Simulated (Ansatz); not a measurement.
Born–Oppenheimer molecular dynamics of AlH5N (7 atoms, charge 0, multiplicity 2). It starts at the highest image of a converged band, a first-order saddle point between two minima.

Level of theory: UKS BLYP-D4/def2-SVP in Ansatz 0.2.0.

```
ensemble                      : NVE (velocity Verlet)
time step                     : 0.5 fs
steps asked                   : 200
starting velocities drawn for : 300 K
seed                          : 11335
```

First frame:

```xyz
7
Properties=species:S:1:pos:R:3
Al -0.009 -0.038 0.513
H 0.417 -1.078 1.931
H 1.173 0.814 -0.134
H -1.484 -0.191 -0.071
N -0.033 0.145 2.468
H -0.822 -0.125 3.073
H 0.758 0.472 3.039
```

Problem. How far do the bonds stretch over the last three quarters of this one trajectory? (Pairs bonded in most of those frames.)

Solution. 
```json
{"bond": "Al1–H2", "mean (Å)": "1.703", "spread (Å)": "0.097", "shortest": "1.55", "longest": "1.87"}
{"bond": "Al1–H3", "mean (Å)": "1.604", "spread (Å)": "0.042", "shortest": "1.54", "longest": "1.67"}
{"bond": "Al1–H4", "mean (Å)": "1.685", "spread (Å)": "0.057", "shortest": "1.58", "longest": "1.80"}
{"bond": "Al1–N5", "mean (Å)": "1.879", "spread (Å)": "0.060", "shortest": "1.77", "longest": "1.97"}
{"bond": "N5–H6", "mean (Å)": "1.034", "spread (Å)": "0.025", "shortest": "0.99", "longest": "1.07"}
{"bond": "N5–H7", "mean (Å)": "1.036", "spread (Å)": "0.029", "shortest": "0.99", "longest": "1.08"}
```

Mean temperature of the second half: 569 K. The conserved energy stayed within 0.26 meV per atom of its start (net change 0.17 meV per atom), so the integration is sound. The kinetic energy rose, since the run started high on the potential surface and went downhill. A run of 0.1 ps of so small a system gives no equilibrium averages.

Time of the run: 3.7 min on 1 thread of Intel(R) Xeon(R) 6975P-C (Granite Rapids) (shared host), peak memory 0.13 GiB.
